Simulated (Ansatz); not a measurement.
Ideal-gas functions of C3H4OS, SMILES `OCC#CS` at 400 K and 1 bar, from an Ansatz frequency run at PBE0-D4/def2-TZVP.

Molar mass 88.13 g/mol, point group C1 (symmetry number 1), electronic degeneracy 1, moments of inertia 20.199, 371.427, 384.264 u Å². Harmonic wavenumbers (cm⁻¹, unscaled): 109, 149, 169, 279, 348, 387, 497, 652, 972, 975, 1044, 1123, 1219, 1344, 1413, 1474, 2290, 2669, 3006, 3089, 3859.

Use S(trans) = R[1.5 ln M + 2.5 ln T − 1.1517]; rotational temperatures θ = 24.2544 K / I; S(rot) = R[ln(√π/σ · √(T³/θAθBθC)) + 1.5]; for each mode x = 1.438777 ν̃/T, S = R[x/(eˣ − 1) − ln(1 − e⁻ˣ)] and H = RT x/(eˣ − 1); 1 cm⁻¹ = 0.0119627 kJ/mol; R = 8.31446 J/(mol·K).

Problem. By hand: the entropy, in J/(mol·K).

Solution. Translation 170.8. Rotation: θ = 1.2008, 0.0653, 0.0631 K, giving 114.0. Vibration, mode by mode: 16.15, 13.60, 12.58, 8.63, 6.97, 6.20, 4.51, 2.90, 1.16, 1.15, 0.94, 0.75, 0.56, 0.39, 0.32, 0.26, 0.02, 0.01, 0.00, 0.00, 0.00, in all 77.1. Electronic 0.0. Sum 361.9 J/(mol·K).

Problem. By hand: H − E and G − E in kJ/mol, counted from the electronic energy.

Solution. Zero-point energy ½ × 27067 × 0.0119627 = 161.9; thermal vibration 16.6; translation, rotation and pV give 4 RT = 13.3. H − E = 191.8 kJ/mol, and G − E = 191.8 − 400 × 361.9/1000 = 47.0 kJ/mol.

Vibration gives 21 % of the entropy, 29.8 J/(mol·K) of it from the modes under 150 cm⁻¹: soft modes count most, and the harmonic formula is weakest for them. The sum counts one conformer and one mirror image; others add a mixing term.
